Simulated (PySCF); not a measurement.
Compound: cyanoacetylene, C3HN.
Bonds: C1–C2 (triple), C2–C3, C3–N4 (triple). Hydrogens: H5 on C1.

Method used: PySCF, TDDFT CAM-B3LYP/def2-SVPD, vertical, gas phase, core orbitals frozen in the response. Isolated species at its GFN2-xTB geometry, gas phase.

**Question.** List the vertical singlet excitations with oscillator strengths and describe the spectrum.

**Answer.** 

| state | E (eV) | λ (nm) | ν̃ (cm⁻¹) | f | symmetry | main configurations (H = HOMO, L = LUMO) |
| --- | --- | --- | --- | --- | --- | --- |
| S1 | 5.27 | 235.4 | 42490 | 0.0000 | – | H-1/H→L/L+1 (98%) |
| S2 | 5.51 | 225.0 | 44450 | 0.0000 | – | H-1/H→L/L+1 (97%) |
| S3 | 5.51 | 225.0 | 44450 | 0.0000 | – | H-1/H→L/L+1 (97%) |
| S4 | 7.85 | 157.9 | 63330 | 0.0000 | – | H-4→L/L+1 (≥45%), H-3→L/L+1 (≥24%) |
| S5 | 8.20 | 151.3 | 66110 | 0.0000 | – | H-3→L/L+1 (≥46%), H-4→L/L+1 (≥33%) |
| S6 | 8.20 | 151.3 | 66110 | 0.0000 | – | H-3→L/L+1 (≥46%), H-4→L/L+1 (≥33%) |
| S7 | 8.34 | 148.6 | 67290 | 0.015 | Π | H-2→L/L+1 (≥96%) |
| S8 | 8.34 | 148.6 | 67290 | 0.015 | Π | H-2→L/L+1 (≥96%) |

Triplets, Tamm–Dancoff:

| state | E (eV) | λ (nm) | main configurations (H = HOMO, L = LUMO) |
| --- | --- | --- | --- |
| T1 | 4.27 | 290.0 | H-1/H→L/L+1 (≥95%) |
| T2 | 4.72 | 262.6 | H-1/H→L/L+1 (≥86%) |
| T3 | 4.72 | 262.6 | H-1/H→L/L+1 (≥86%) |

The lowest singlet lies at 5.27 eV (235 nm, ultraviolet) and is dark (f under 0.0005); its leading configuration is HOMO-1/HOMO→LUMO/LUMO+1 (98%). The most intense listed level is S7/S8 at 8.34 eV (149 nm, f = 0.029 summed), 3.08 eV above S1. It is the last of those listed, so stronger ones may follow. S2/S3, S5/S6 and S7/S8 lie within about 0.01 eV of each other in each set; the point group C∞v has degenerate representations, and within a degenerate level the listed configurations can mix freely. Löwdin shares by element: HOMO (one of a set within 0.03 eV) carbon 74%, nitrogen 23%; LUMO (one of a set within 0.03 eV) carbon 70%, nitrogen 23%. The oscillator strengths of these states sum to 0.029; summed over the whole spectrum of an exact calculation they would give the number of electrons, 26 (Thomas–Reiche–Kuhn). Orbital energies (eV): HOMO-3 -13.19, HOMO-2 -12.59, HOMO-1 -10.39, HOMO -10.39, LUMO -0.48, LUMO+1 -0.48, LUMO+2 1.21. Weighted by f, the mean energy of these states is 8.34 eV. No computed singlet lies in the visible range (380 to 750 nm); the lowest, at 235 nm, stands 2.01 eV above its violet end (3.26 eV). Symmetry labels in C∞v follow from the direction of the transition dipole and are given only for states with f of 0.002 or more. Orbitals of the list HOMO-3 to LUMO+2 that lie within 0.01 eV of each other are written together with a slash and their weights summed (≥ marks a lower bound); for degenerate orbitals outside that list single weights are arbitrary. Singlets were solved by full linear response, triplets in the Tamm–Dancoff approximation.

Time: 3.4 s wall. Hardware: one thread, Arm Neoverse V1, shared host.
